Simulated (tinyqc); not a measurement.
Inside a calculation (part 3 of 3). Method: UHF in the sto-6g basis, for NH3+, spin multiplicity 2. Computed by tinyqc, a small Python program that keeps every step (integrals from PySCF). Command: `OMP_NUM_THREADS=1 python tinyqc.py 23224 23225 out.jsonl` (the two numbers bound the seeds that draw the settings). One thread of a shared host (Intel(R) Xeon(R) Processor @ 2.60GHz), about 0.2 s of CPU time with the checks.

Geometry (angstrom):

| atom | x | y | z |
|---|---|---|---|
| N | 0.000000 | 0.000000 | 0.180000 |
| H | 1.218000 | 0.000000 | 0.000000 |
| H | -0.609000 | 1.055000 | 0.000000 |
| H | -0.609000 | -1.055000 | 0.000000 |

## Iteration 14 (converged): orbitals

converged F(alpha) (hartree), lower triangle:
```
             1N 1s      1N 2s     1N 2px     1N 2py     1N 2pz      2H 1s      3H 1s      4H 1s
1N 1s   -16.055082
1N 2s    -3.873827  -2.311356
1N 2px   -0.000003  -0.000027  -0.770251
1N 2py    0.000000   0.000003  -0.000003  -0.770247
1N 2pz    0.001337  -0.001134   0.000002  -0.000001  -0.868242
2H 1s    -0.620340  -0.772251  -0.532631  -0.000001   0.087689  -0.609433
3H 1s    -0.620119  -0.772063   0.266239  -0.461219   0.087669  -0.171262  -0.609296
4H 1s    -0.620119  -0.772062   0.266238   0.461216   0.087669  -0.171261  -0.171181  -0.609283
```

converged F(beta) (hartree), lower triangle:
```
             1N 1s      1N 2s     1N 2px     1N 2py     1N 2pz      2H 1s      3H 1s      4H 1s
1N 1s   -16.019875
1N 2s    -3.833788  -2.083257
1N 2px   -0.000003  -0.000041  -0.645198
1N 2py    0.000000  -0.000003   0.000003  -0.645171
1N 2pz    0.002636   0.086368   0.000015   0.000002  -0.097104
2H 1s    -0.612891  -0.745166  -0.533357   0.000001   0.071281  -0.668915
3H 1s    -0.612672  -0.744995   0.266609  -0.461854   0.071257  -0.166675  -0.668818
4H 1s    -0.612672  -0.744996   0.266610   0.461856   0.071256  -0.166676  -0.166598  -0.668830
```

X, lower triangle:
```
            1N 1s      1N 2s     1N 2px     1N 2py    1N 2pz      2H 1s      3H 1s     4H 1s
1N 1s    1.022689
1N 2s   -0.137251   1.208581
1N 2px  -0.000003   0.000037   1.090750
1N 2py   0.000000   0.000000   0.000000   1.090738
1N 2pz   0.002564  -0.026017  -0.000006   0.000000  1.003600
2H 1s    0.017365  -0.214270  -0.221130   0.000000  0.029751   1.126263
3H 1s    0.017362  -0.214201   0.110527  -0.191464  0.029739  -0.027344   1.126201
4H 1s    0.017362  -0.214201   0.110527   0.191464  0.029739  -0.027344  -0.027335  1.126201
```

Diagonalise F' = X^T F X, C = X C', fill 5 alpha and 4 beta electrons from the bottom; D(s) = C_occ C_occ^T. Each column has its largest component positive (the first on a tie).

F' = X^T F X (alpha) (hartree), lower triangle:
```
            1          2          3          4          5          6          7          8
1  -15.803805
2   -1.918349  -1.431970
3   -0.000006   0.000032  -0.563196
4    0.000000   0.000004  -0.000003  -0.563214
5    0.010333  -0.052517  -0.000009  -0.000002  -0.859114
6   -0.070532  -0.351686  -0.411721  -0.000001   0.062447  -0.264788
7   -0.070477  -0.351593   0.205805  -0.356507   0.062430  -0.032821  -0.264796
8   -0.070477  -0.351593   0.205804   0.356504   0.062430  -0.032821  -0.032809  -0.264783
```

orbital energies (alpha) (hartree): MO1 -16.058015, MO2 -1.480266, MO3 -0.928290, MO4 -0.928277, MO5 -0.876242, MO6 -0.010790, MO7 0.133082, MO8 0.133132

coefficients C (alpha):
```
              MO1        MO2        MO3        MO4        MO5        MO6        MO7        MO8
1N 1s    0.996315  -0.232242   0.000021   0.000000  -0.017154  -0.136990   0.000002   0.000072
1N 2s    0.016999   0.914462  -0.000117  -0.000003   0.100851   0.878155  -0.000015  -0.000503
1N 2px   0.000001   0.000035   0.724600  -0.007942   0.000094  -0.000308  -0.013913  -0.858932
1N 2py   0.000000  -0.000003   0.007948   0.724614  -0.000003   0.000013   0.858898  -0.013908
1N 2pz  -0.000513  -0.002375  -0.000107   0.000008   0.985485  -0.198402   0.000002   0.000110
2H 1s   -0.002875   0.090058   0.373324  -0.004092  -0.061560  -0.646063   0.014464   0.892781
3H 1s   -0.002874   0.090026  -0.183092   0.325329  -0.061624  -0.646653  -0.780069  -0.433389
4H 1s   -0.002874   0.090024  -0.190177  -0.321225  -0.061618  -0.646642   0.765640  -0.458425
```

F' = X^T F X (beta) (hartree), lower triangle:
```
            1          2          3          4          5          6          7          8
1  -15.773618
2   -1.910632  -1.164608
3   -0.000004   0.000018  -0.418585
4    0.000001  -0.000005   0.000003  -0.418578
5    0.000792   0.041298   0.000004   0.000002  -0.090023
6   -0.069498  -0.355836  -0.426503   0.000001   0.047306  -0.337856
7   -0.069443  -0.355750   0.213203  -0.369312   0.047287  -0.030350  -0.337896
8   -0.069443  -0.355749   0.213203   0.369315   0.047286  -0.030350  -0.030339  -0.337909
```

orbital energies (beta) (hartree): MO1 -16.021880, MO2 -1.313182, MO3 -0.888313, MO4 -0.888300, MO5 -0.106267, MO6 0.014500, MO7 0.162158, MO8 0.162211

coefficients C (beta):
```
              MO1        MO2        MO3        MO4        MO5        MO6        MO7        MO8
1N 1s    0.996990  -0.213461   0.000020  -0.000001  -0.077553  -0.141674   0.000000  -0.000080
1N 2s    0.013961   0.812906  -0.000103   0.000007   0.435235   0.876023   0.000004   0.000543
1N 2px   0.000001   0.000056   0.629924  -0.005469  -0.000055  -0.000393   0.004716   0.930704
1N 2py   0.000000   0.000003   0.005463   0.629912  -0.000003  -0.000007   0.930691  -0.004711
1N 2pz  -0.000584  -0.058317  -0.000006  -0.000002   0.884879  -0.473433   0.000001  -0.000159
2H 1s   -0.002378   0.157892   0.465396  -0.004040  -0.230687  -0.592617  -0.004299  -0.848519
3H 1s   -0.002377   0.157844  -0.229226   0.405079  -0.230797  -0.593173  -0.732360   0.427481
4H 1s   -0.002377   0.157847  -0.236226  -0.401052  -0.230800  -0.593172   0.736645   0.420039
```

D(alpha) after iteration 14, lower triangle:
```
            1N 1s      1N 2s     1N 2px     1N 2py     1N 2pz      2H 1s      3H 1s     4H 1s
1N 1s    1.046875
1N 2s   -0.197170   0.846701
1N 2px   0.000006  -0.000043   0.525108
1N 2py   0.000001  -0.000006   0.000004   0.525128
1N 2pz  -0.016864   0.097206   0.000015   0.000002   0.971187
2H 1s   -0.022716   0.076054   0.270541   0.000002  -0.060919   0.151296
3H 1s   -0.022718   0.076082  -0.135255   0.234283  -0.060919  -0.057775   0.151272
4H 1s   -0.022718   0.076083  -0.135253  -0.234276  -0.060918  -0.057774  -0.057774  0.151262
```

D(beta) after iteration 14, lower triangle:
```
            1N 1s      1N 2s     1N 2px     1N 2py     1N 2pz      2H 1s      3H 1s     4H 1s
1N 1s    1.039555
1N 2s   -0.159605   0.661012
1N 2px   0.000002  -0.000019   0.396834
1N 2py  -0.000001   0.000006  -0.000004   0.396819
1N 2pz   0.011867  -0.047415  -0.000007  -0.000002   0.003401
2H 1s   -0.036065   0.128271   0.293195  -0.000002  -0.009209   0.241546
3H 1s   -0.036068   0.128305  -0.146601   0.253912  -0.009203  -0.083389   0.241553
4H 1s   -0.036068   0.128303  -0.146602  -0.253917  -0.009202  -0.083390  -0.083388  0.241567
```

Within a degenerate level the vectors are fixed only up to a rotation; this is one choice.

## Convergence

Stop when the energy changes by less than 1e-09 hartree and every element of the error matrix X^T (F D S - S D F) X (for each spin) is below 9e-06.

Course of the cycle:

| iteration | E (hartree) | change | largest element of the error matrix |
|---|---|---|---|
| 1 | -47.47256807 | - | 5.19e+00 |
| 2 | -55.27605086 | -7.80e+00 | 3.13e-01 |
| 3 | -55.61402247 | -3.38e-01 | 7.19e-02 |
| 4 | -55.65092721 | -3.69e-02 | 4.69e-02 |
| 5 | -55.66632237 | -1.54e-02 | 2.56e-02 |
| 6 | -55.67141447 | -5.09e-03 | 5.23e-03 |
| 7 | -55.67170233 | -2.88e-04 | 1.73e-03 |
| 8 | -55.67174441 | -4.21e-05 | 6.71e-04 |
| 9 | -55.67175222 | -7.81e-06 | 2.74e-04 |
| 10 | -55.67175421 | -1.99e-06 | 9.71e-05 |
| 11 | -55.67175433 | -1.16e-07 | 2.27e-05 |
| 12 | -55.67175433 | -6.28e-09 | 1.11e-05 |
| 13 | -55.67175433 | -1.60e-09 | 3.87e-06 |
| 14 | -55.67175433 | -3.28e-10 | 2.18e-06 |

PySCF UHF in the same basis, after a stability check = -55.67175434 hartree

Converged in 14 iterations.

## Populations, bond orders and dipole

overlap S, lower triangle:
```
           1N 1s     1N 2s     1N 2px     1N 2py     1N 2pz     2H 1s     3H 1s     4H 1s
1N 1s   1.000000
1N 2s   0.229416  1.000000
1N 2px  0.000000  0.000000   1.000000
1N 2py  0.000000  0.000000   0.000000   1.000000
1N 2pz  0.000000  0.000000   0.000000   0.000000   1.000000
2H 1s   0.036415  0.369604   0.353452   0.000000  -0.052234  1.000000
3H 1s   0.036402  0.369522  -0.176674   0.306061  -0.052219  0.100429  1.000000
4H 1s   0.036402  0.369522  -0.176674  -0.306061  -0.052219  0.100429  0.100384  1.000000
```

Mulliken: Z minus the diagonal of D S on the atom; Loewdin: the same with S^(1/2) D S^(1/2); Mayer order: 2 sum_s sum (D(s) S)_ij (D(s) S)_ji over the two atoms.

Charges (e):

| atom | Mulliken | Loewdin | Mulliken spin |
|---|---|---|---|
| 1N | -0.077736 | 0.104526 | 1.327772 |
| 2H | 0.359217 | 0.298450 | -0.109224 |
| 3H | 0.359260 | 0.298513 | -0.109261 |
| 4H | 0.359259 | 0.298511 | -0.109287 |

Mayer bond orders:

| pair | order |
|---|---|
| 2-1 | 0.820597 |
| 3-1 | 0.820550 |
| 3-2 | 0.019218 |
| 4-1 | 0.820546 |
| 4-2 | 0.019218 |
| 4-3 | 0.019226 |

dipole moment about the origin, x y z (debye): -0.000220  0.000005  -0.026173

<S^2> of the determinant (pure state: 0.75) = 0.782023
